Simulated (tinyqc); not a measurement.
Worked calculation: MP2 on RHF in the sto-3g basis, for H2O, spin multiplicity 1. One step of it, computed by the program tinyqc.

Question. Iteration 1: building the Fock matrix. J_ij = sum D_kl (ij|kl), K_ij = sum D_kl (ik|jl); F = H + J - 0.5 K; E = tr D H + tr D J / 2 - 0.25 tr D K + E_nn.

D at the start:
```
            1O 1s      1O 2s    1O 2px     1O 2py     1O 2pz      2H 1s      3H 1s
1O 1s    2.143435  -0.490116  0.000000   0.001096   0.016761  -0.016632  -0.015566
1O 2s   -0.490116   2.088323  0.000000  -0.006753  -0.085706   0.046835   0.048282
1O 2px   0.000000   0.000000  1.308114   0.000000   0.000000   0.000000   0.000000
1O 2py   0.001096  -0.006753  0.000000   1.179946  -0.004370   0.113854  -0.116631
1O 2pz   0.016761  -0.085706  0.000000  -0.004370   1.232340   0.063732   0.065809
2H 1s   -0.016632   0.046835  0.000000   0.113854   0.063732   0.995833   0.067666
3H 1s   -0.015566   0.048282  0.000000  -0.116631   0.065809   0.067666   0.992641
```

core Hamiltonian H = T + V (hartree):
```
             1O 1s      1O 2s     1O 2px     1O 2py     1O 2pz      2H 1s      3H 1s
1O 1s   -32.620840  -7.589116   0.000000  -0.001377  -0.016591  -1.513610  -1.269725
1O 2s    -7.589116  -9.241992   0.000000  -0.014612  -0.200563  -3.365842  -2.968519
1O 2px    0.000000   0.000000  -7.381218   0.000000   0.000000   0.000000   0.000000
1O 2py   -0.001377  -0.014612   0.000000  -7.498325  -0.008349  -1.818564   1.647219
1O 2pz   -0.016591  -0.200563   0.000000  -0.008349  -7.464770  -1.596841  -1.451547
2H 1s    -1.513610  -3.365842   0.000000  -1.818564  -1.596841  -4.837679  -1.308186
3H 1s    -1.269725  -2.968519   0.000000   1.647219  -1.451547  -1.308186  -4.592380
```

Two-electron integrals (ij|kl) in chemists' order, unique and non-zero (hartree):
```
(11|11) 4.785065    (21|11) 0.741380    (21|21) 0.136873    (22|11) 1.118947
(22|21) 0.256633    (22|22) 0.817206    (31|31) 0.024477    (32|31) 0.037809
(32|32) 0.180518    (33|11) 1.115814    (33|21) 0.256684    (33|22) 0.817023
(33|33) 0.880159    (41|41) 0.024477    (42|41) 0.037809    (42|42) 0.180518
(43|43) 0.047444    (44|11) 1.115814    (44|21) 0.256684    (44|22) 0.817023
(44|33) 0.785270    (44|44) 0.880159    (51|51) 0.024477    (52|51) 0.037809
(52|52) 0.180518    (53|53) 0.047444    (54|54) 0.047444    (55|11) 1.115814
(55|21) 0.256684    (55|22) 0.817023    (55|33) 0.785270    (55|44) 0.785270
(55|55) 0.880159    (61|11) 0.148781    (61|21) 0.027238    (61|22) 0.050749
(61|33) 0.050651    (61|41) 0.000961    (61|42) 0.001799    (61|44) 0.050827
(61|51) 0.000811    (61|52) 0.001519    (61|54) 0.000149    (61|55) 0.050776
(61|61) 0.005491    (62|11) 0.363706    (62|21) 0.084470    (62|22) 0.298023
(62|33) 0.292945    (62|41) 0.004847    (62|42) 0.037106    (62|44) 0.301673
(62|51) 0.004093    (62|52) 0.031328    (62|54) 0.007369    (62|55) 0.299166
(62|61) 0.017140    (62|62) 0.134814    (63|31) 0.008817    (63|32) 0.051406
(63|43) 0.007700    (63|53) 0.006501    (63|63) 0.019162    (64|11) 0.200712
(64|21) 0.047216    (64|22) 0.177875    (64|33) 0.169813    (64|41) 0.011191
(64|42) 0.072363    (64|44) 0.190226    (64|51) 0.002004    (64|52) 0.017694
(64|54) 0.010734    (64|55) 0.173387    (64|61) 0.010002    (64|62) 0.097740
(64|64) 0.089206    (65|11) 0.169456    (65|21) 0.039863    (65|22) 0.150175
(65|33) 0.143368    (65|41) 0.002004    (65|42) 0.017694    (65|44) 0.147601
(65|51) 0.010509    (65|52) 0.066344    (65|54) 0.011274    (65|55) 0.159387
(65|61) 0.008445    (65|62) 0.082519    (65|64) 0.059136    (65|65) 0.069089
(66|11) 0.504862    (66|21) 0.119159    (66|22) 0.482275    (66|33) 0.462803
(66|41) 0.008822    (66|42) 0.093219    (66|44) 0.496556    (66|51) 0.007449
(66|52) 0.078703    (66|54) 0.028496    (66|55) 0.486862    (66|61) 0.024392
(66|62) 0.275178    (66|64) 0.227740    (66|65) 0.192274    (66|66) 0.774606
(71|11) 0.124553    (71|21) 0.022815    (71|22) 0.042550    (71|33) 0.042467
(71|41) -0.000801   (71|42) -0.001507   (71|44) 0.042616    (71|51) 0.000677
(71|52) 0.001273    (71|54) -0.000127   (71|55) 0.042574    (71|61) 0.004532
(71|62) 0.013945    (71|64) 0.007437    (71|65) 0.006876    (71|66) 0.019644
(71|71) 0.003852    (72|11) 0.318705    (72|21) 0.074081    (72|22) 0.263089
(72|33) 0.258498    (72|41) -0.004256   (72|42) -0.033217   (72|44) 0.266383
(72|51) 0.003597    (72|52) 0.028073    (72|54) -0.006664   (72|55) 0.264130
(72|61) 0.014585    (72|62) 0.097577    (72|64) 0.048548    (72|65) 0.058363
(72|66) 0.165004    (72|71) 0.012606    (72|72) 0.106978    (73|31) 0.007558
(73|32) 0.044699    (73|43) -0.006808   (73|53) 0.005754    (73|63) 0.013259
(73|73) 0.014837    (74|11) -0.180405   (74|21) -0.042458   (74|22) -0.160977
(74|33) -0.153760   (74|41) 0.009687    (74|42) 0.063823    (74|44) -0.171956
(74|51) -0.001799   (74|52) -0.016162   (74|54) 0.009624    (74|55) -0.157031
(74|61) -0.007993   (74|62) -0.050325   (74|64) -0.012239   (74|65) -0.029420
(74|66) -0.075885   (74|71) -0.007527   (74|72) -0.079538   (74|74) 0.073290
(75|11) 0.152467    (75|21) 0.035883    (75|22) 0.136048    (75|33) 0.129949
(75|41) -0.001799   (75|42) -0.016162   (75|44) 0.133819    (75|51) 0.009079
(75|52) 0.058358    (75|54) -0.010079   (75|55) 0.144220    (75|61) 0.007366
(75|62) 0.059413    (75|64) 0.028959    (75|65) 0.048261    (75|66) 0.110054
(75|71) 0.006362    (75|72) 0.067221    (75|74) -0.049400   (75|75) 0.056587
(76|11) 0.129219    (76|21) 0.030322    (76|22) 0.117087    (76|33) 0.114204
(76|41) -0.000037   (76|42) -0.000456   (76|44) 0.116359    (76|51) 0.002265
(76|52) 0.021083    (76|54) -0.000129   (76|55) 0.120570    (76|61) 0.006095
(76|62) 0.053131    (76|64) 0.033045    (76|65) 0.036641    (76|66) 0.113621
(76|71) 0.005115    (76|72) 0.047962    (76|74) -0.031079   (76|75) 0.033802
(76|76) 0.026484    (77|11) 0.474369    (77|21) 0.112044    (77|22) 0.457672
(77|33) 0.439581    (77|41) -0.007968   (77|42) -0.086909   (77|44) 0.470906
(77|51) 0.006734    (77|52) 0.073450    (77|54) -0.026474   (77|55) 0.461955
(77|61) 0.022032    (77|62) 0.177524    (77|64) 0.078964    (77|65) 0.116055
(77|66) 0.324071    (77|71) 0.019211    (77|72) 0.239681    (77|74) -0.203347
(77|75) 0.171856    (77|76) 0.113621    (77|77) 0.774606
```

nuclear repulsion = 8.37321396 hartree

Give: Coulomb J; exchange K; Fock matrix F; total energy of this density.

Answer.

Coulomb J (hartree):
```
         1O 1s  1O 2s  1O 2px  1O 2py  1O 2pz  2H 1s   3H 1s
1O 1s   17.194  3.224   0.000   0.001   0.013  0.643   0.538
1O 2s    3.224  8.009   0.000   0.006   0.154  2.952   2.607
1O 2px   0.000  0.000   7.964   0.000   0.000  0.000   0.000
1O 2py   0.001  0.006   0.000   8.028   0.002  1.769  -1.601
1O 2pz   0.013  0.154   0.000   0.002   8.010  1.545   1.400
2H 1s    0.643  2.952   0.000   1.769   1.545  5.006   1.186
3H 1s    0.538  2.607   0.000  -1.601   1.400  1.186   4.800
```

exchange K (hartree):
```
        1O 1s  1O 2s  1O 2px  1O 2py  1O 2pz  2H 1s   3H 1s
1O 1s   9.913  1.684   0.000   0.002   0.016  0.372   0.314
1O 2s   1.684  2.746   0.000   0.017   0.141  1.237   1.104
1O 2px  0.000  0.000   1.707   0.000   0.000  0.000   0.000
1O 2py  0.002  0.017   0.000   1.810   0.008  0.577  -0.520
1O 2pz  0.016  0.141   0.000   0.008   1.782  0.550   0.506
2H 1s   0.372  1.237   0.000   0.577   0.550  1.393   0.531
3H 1s   0.314  1.104   0.000  -0.520   0.506  0.531   1.290
```

Fock matrix F (hartree):
```
          1O 1s   1O 2s  1O 2px  1O 2py  1O 2pz   2H 1s   3H 1s
1O 1s   -20.383  -5.207   0.000  -0.002  -0.012  -1.057  -0.888
1O 2s    -5.207  -2.606   0.000  -0.017  -0.117  -1.032  -0.913
1O 2px    0.000   0.000  -0.271   0.000   0.000   0.000   0.000
1O 2py   -0.002  -0.017   0.000  -0.375  -0.010  -0.338   0.306
1O 2pz   -0.012  -0.117   0.000  -0.010  -0.345  -0.327  -0.305
2H 1s    -1.057  -1.032   0.000  -0.338  -0.327  -0.528  -0.387
3H 1s    -0.888  -0.913   0.000   0.306  -0.305  -0.387  -0.437
```

total energy of this density = -75.27798 hartree

This density is the starting one; it is not idempotent, so its energy is not variational and may lie below the converged one.
